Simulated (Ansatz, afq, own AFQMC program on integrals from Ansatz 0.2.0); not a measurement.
## AFQMC, coupled cluster and functionals along a coordinate of AlH3 + H, doublet

```xyz
5

Al   -0.0857    0.0000    0.0000
H    -0.8787    1.3734    0.0000
H    -0.8787   -1.3734    0.0000
H     1.5001    0.0000    0.0000
H     2.5523    0.0000    0.0000
```

A hydrogen atom is moved from one rigid fragment to the other; the Al1–H4 distance tells how far. The two fragments are held close together, so this isn't a minimum-energy path and the start is a compressed complex. Energies in kcal/mol count from this geometry (1.586 Å) at the same level; the start stands on UHF, each point on the determinant named.

Basis cc-pVTZ. Noble-gas cores (and the filled d shells of Ga–Kr and In–Xe) are frozen. Ansatz 0.2.0 and our own AFQMC program on the same integrals; the CISD trial comes from CCSD amplitudes, and released means the phaseless constraint is let go. ± is one standard error of the sampling.

| r(Al1–H4) / Å | det. | T1 | weight | ⟨S²⟩ | CCSD(T) | ph-AFQMC/CISD | released AFQMC | CCSDT(Q) | B2PLYP | B3LYP |
| --- | --- | --- | --- | --- | --- | --- | --- | --- | --- | --- |
| 1.674 | UHF | 0.017 | 0.92 | 0.77 | -3.1 | -3.1 ± 0.06 | -3.1 ± 0.05 | -3.1 | -3.2 | -3.5 |
| 1.717 | UHF | 0.017 | 0.92 | 0.77 | -4.6 | -4.7 ± 0.06 | -4.6 ± 0.05 | -4.6 | -4.7 | -5.1 |
| 1.761 | UHF | 0.016 | 0.92 | 0.77 | -6.1 | -6.1 ± 0.06 | -6.1 ± 0.06 | -6.1 | -6.1 | -6.6 |
| 1.805 | UHF | 0.015 | 0.92 | 0.77 | -7.4 | -7.5 ± 0.06 | -7.5 ± 0.05 | -7.5 | -7.4 | -7.8 |
| 1.893 | UHF | 0.014 | 0.92 | 0.76 | -8.6 | -8.5 ± 0.1 | -8.6 ± 0.04 | -8.6 | -8.4 | -8.5 |

Weight is that of the determinant in the CISD state; at the start T1 is 0.016 and the weight 0.92, and ⟨S²⟩ is 0.77. Largest departures from CCSDT(Q), at the points where its series has closed: CCSD(T) 0.0 kcal/mol at 1.717 (on UHF), ph-AFQMC/CISD -0.2 kcal/mol at 1.717 (on UHF), released AFQMC -0.1 kcal/mol at 1.805 (on UHF) (within the noise), B2PLYP 0.2 kcal/mol at 1.893, B3LYP -0.5 kcal/mol at 1.717. Functionals count only at points shown to share the start's state and spin.

Some points may be missing: those where a free walk finds a much lower state, and past Zn most of those on another determinant than at the start.

CCSDT and higher add their correlation energy to the determinant of the CCSD(T) run, since their own runs factorise the integrals more tightly (a shift of under 2 meV). A walk keeps the symmetry of its determinant, which the program's search chose and which needn't be the lowest solution, so a lower state of the same spin and another symmetry isn't excluded. Released energies are given only where the last usable release times agree within the noise; a slower fall can still hide under it.
